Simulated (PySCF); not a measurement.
Gas-phase reaction: 4 CH3SiHCl2 + Si = (CH3)2SiCl2 + 2 SiHCl3 + 2 CH3SiH

Energies from PySCF, thermal terms from the rigid-rotor harmonic-oscillator model, ideal gas at 1 bar. † marks an energy on the PBE0/def2-TZVP geometry and frequencies; other levels use their own. MP2 freezes the core. 6-31G* has spherical d functions here. Open shells (unrestricted): Si (multiplicity 3, electronic degeneracy 9); the rest are closed-shell singlets. Spin-orbit splitting is ignored; it lowers the true energy and changes the entropy of Si. CH3SiH: computed as isolated molecules; such fragments, hydroxides, amides, oligomers or adducts are transient or little studied in the gas. MP2 isn't extrapolated to the basis-set limit; its ΔH°(298 K) is 112.7 kJ in def2-SVP and 105.2 kJ in def2-TZVPP. The harmonic model lacks anharmonicity and excited electronic states, which grow with temperature; levels with a mode under 35 cm⁻¹ are left out. Internal rotation in CH3SiHCl2, (CH3)2SiCl2, CH3SiH is treated as a harmonic vibration of one conformer, which makes the entropy rough.

```json
[
 {"level": "BLYP/def2-TZVP†", "ΔE electronic, kJ": "76", "ΔH°(298 K), kJ": "60", "ΔS°(298 K), J/K": "24", "ΔG°(1400 K), kJ": "29"},
 {"level": "HF/6-31G*", "ΔE electronic, kJ": "201", "ΔH°(298 K), kJ": "184", "ΔS°(298 K), J/K": "18", "ΔG°(1400 K), kJ": "161"},
 {"level": "HF/def2-TZVP†", "ΔE electronic, kJ": "191", "ΔH°(298 K), kJ": "174", "ΔS°(298 K), J/K": "24", "ΔG°(1400 K), kJ": "143"},
 {"level": "MP2/def2-TZVPP†", "ΔE electronic, kJ": "122", "ΔH°(298 K), kJ": "105", "ΔS°(298 K), J/K": "24", "ΔG°(1400 K), kJ": "74"},
 {"level": "PBE/def2-SVP", "ΔE electronic, kJ": "88", "ΔH°(298 K), kJ": "71", "ΔS°(298 K), J/K": "27", "ΔG°(1400 K), kJ": "36"},
 {"level": "PBE/def2-TZVP†", "ΔE electronic, kJ": "88", "ΔH°(298 K), kJ": "71", "ΔS°(298 K), J/K": "24", "ΔG°(1400 K), kJ": "40"}
]
```
ΔH° is lowest at BLYP/def2-TZVP† and highest at HF/6-31G*. No reference value is set beside these.
